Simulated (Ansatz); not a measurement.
Rock-salt ZrC was calculated with PBE-D3(BJ) (Ansatz, an electronic-structure program, plane waves, PAW).

Run with plane-wave cutoff 520 eV, 24×24×24 k mesh, Fermi–Dirac smearing 0.058 eV (set by the program), scalar-relativistic PAW data made under PBE.

Computed at the level's own relaxed cell.

```xyz
2
Lattice="0.0000 2.3365 2.3365 2.3365 0.0000 2.3365 2.3365 2.3365 0.0000" Properties=species:S:1:pos:R:3 pbc="T T T"
Zr     0.0000     0.0000     0.0000
C      2.3365     2.3365     2.3365
```

Q: Give the elastic tensor (Voigt notation, GPa, ions relaxed, in the Cartesian axes of the cell as printed).

A: 
```
  493.9   101.6   101.6     0.0     0.0     0.0
  101.6   493.9   101.6     0.0     0.0     0.0
  101.6   101.6   493.9     0.0     0.0     0.0
    0.0     0.0     0.0   156.0     0.0     0.0
    0.0     0.0     0.0     0.0   156.0     0.0
    0.0     0.0     0.0     0.0     0.0   156.0
```

Measured, for comparison: elastic constant C11 470 GPa, elastic constant C12 100 GPa, elastic constant C44 160 GPa (temperature not stated, not corrected to a static lattice; as tabulated in Wu et al. (2005), arXiv:cond-mat/0412374). Computed (rounded) less measured: elastic constant C11 +5 %, elastic constant C12 +2 %, elastic constant C44 -2 %. A static lattice is as a rule a little smaller and stiffer than an uncorrected measurement, which narrows the difference in the elastic constant C11, elastic constant C12 and would widen misses of the other sign.

Note: the dispersion coefficients are held fixed in the derivatives.

Static lattice: no zero-point or thermal effects.
